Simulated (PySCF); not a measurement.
Gas-phase reaction: 4 SiHF2 + i-Si4H10 = 3 SiH3F + 5 SiHF

Energies from PySCF, thermal terms from the rigid-rotor harmonic-oscillator model, ideal gas at 1 bar. † marks an energy on the PBE0/def2-TZVP geometry and frequencies. CCSD(T) freezes the core. Open shells (unrestricted): SiHF2 (multiplicity 2); the rest are closed-shell singlets. SiHF2, SiHF: computed as isolated molecules; such fragments, hydroxides, amides, oligomers or adducts are transient or little studied in the gas. CCSD(T) isn't extrapolated to the basis-set limit. The harmonic model lacks anharmonicity and excited electronic states, which grow with temperature; levels with a mode under 35 cm⁻¹ are left out. Internal rotation in i-Si4H10 is treated as a harmonic vibration of one conformer, which makes the entropy rough.

ΔH° and ΔS° at 298 K: BLYP/def2-TZVP† 287 kJ, 414 J/K; CCSD(T)/def2-SVP† 308 kJ, 414 J/K; HF/def2-TZVP† 444 kJ, 414 J/K; M06-2X/def2-TZVP† 382 kJ, 414 J/K.

### Question
With the heat capacities included, give log10 K (1 bar) at 500, 600, 1200, 1400, 1600 K from BLYP/def2-TZVP†, CCSD(T)/def2-SVP†, HF/def2-TZVP†, M06-2X/def2-TZVP†.

### Answer
| T (K) | BLYP/def2-TZVP† | CCSD(T)/def2-SVP† | HF/def2-TZVP† | M06-2X/def2-TZVP† |
|---|---|---|---|---|
| 500 | -8.5 | -10.7 | -24.9 | -18.5 |
| 600 | -3.7 | -5.6 | -17.4 | -12.0 |
| 1200 | 7.8 | 6.9 | 1.0 | 3.6 |
| 1400 | 9.3 | 8.5 | 3.4 | 5.7 |
| 1600 | 10.4 | 9.7 | 5.3 | 7.3 |
